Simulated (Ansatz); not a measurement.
# Worked example: correlation energy of Ge–NH2⁺, triplet

Geometry: that of the Ge–NH2, doublet, kept fixed. The singlet lies 3.4 eV lower here.

```yaml
atoms:
  - { symbol: Ge, position_ang: [0.0000, 0.0000, 0.3411] }
  - { symbol: N, position_ang: [0.0000, 0.0000, -1.4753] }
  - { symbol: H, position_ang: [0.0000, 0.8361, -2.0406] }
  - { symbol: H, position_ang: [0.0000, -0.8361, -2.0406] }
```

Basis cc-pVDZ; Ansatz 0.2.0. Correlated methods freeze the noble-gas cores and the filled d shells of p-block atoms, which leaves 10 electrons in 36 orbitals. Prefix R: restricted or restricted open-shell reference; prefix U: unrestricted. No spin–orbit coupling is included, and no scalar relativity.

Full CI isn't at hand for all of this; UCCSDT(Q) serves as the reference, and is uncertain by about the last step of the cluster series.

Runs differ by some tens of microhartree through their thresholds and, for an open shell, their frozen cores, so steps under 0.03 kcal/mol mean nothing.

```json
{"level": "UHF", "total energy (hartree)": "-2130.620478"}
{"level": "UMP2", "total energy (hartree)": "-2130.802012"}
{"level": "UCCSD", "total energy (hartree)": "-2130.833986"}
{"level": "UCCSD(T)", "total energy (hartree)": "-2130.838284"}
{"level": "UCCSDT", "total energy (hartree)": "-2130.838964"}
{"level": "UCCSDT(Q)", "total energy (hartree)": "-2130.839258"}
```

What is the correlation energy at UCCSDT(Q), and what share of it do UMP2 and UCCSDT recover?

E(corr) = -2130.839258 − (-2130.620478) = -0.218780 hartree = -5.953 eV. UMP2: -0.181534 / -0.218780 = 82.98 %. UCCSDT: -0.218486 / -0.218780 = 99.87 %.

By how many kcal/mol does UCCSD(T) miss UCCSDT(Q) (1 hartree = 627.509 kcal/mol), and which steps make up the rest?

-2130.838284 − (-2130.839258) = 0.000974 hartree = 0.61 kcal/mol. Steps: UCCSDT − UCCSD(T) = -0.43, UCCSDT(Q) − UCCSDT = -0.18 kcal/mol. That is within 1 kcal/mol of the reference in this basis, which itself misses far more of the correlation at the basis-set limit.
